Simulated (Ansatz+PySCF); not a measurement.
**doublet CH₃O₂: levels of theory in one basis**

```yaml
atoms:
  - { symbol: C, position_ang: [0.0067, 0.5043, -0.1484] }
  - { symbol: O, position_ang: [-1.1469, -0.2287, -0.0816] }
  - { symbol: O, position_ang: [1.1746, -0.1731, 0.0778] }
  - { symbol: H, position_ang: [0.0253, 1.5394, 0.3245] }
  - { symbol: H, position_ang: [1.0766, -1.0522, -0.3097] }
  - { symbol: H, position_ang: [-1.3667, -0.4424, 0.8398] }
```

Basis set: cc-pVTZ (spherical functions). Correlated methods keep 3 orbitals frozen. Correlation on ROHF uses semicanonical orbitals with singles. Charge 0, multiplicity 2.

Computed with Ansatz (development build ahead of 0.2.0) and PySCF 2.14.0; each method stands on the lowest determinant of its kind that the runs found.

| method | E − E(ROHF) (eV) | <S²> of the determinant |
| --- | --- | --- |
| ROHF | 0.00 | 0.75 |
| UHF | -0.10 | 0.76 |
| ROHF-MP2 | -17.13 | – |
| UHF-MP2 | -17.12 | 0.76 |

Question: What does ROHF-CCSD(T) give on the same scale?

Answer: -18.17 eV.
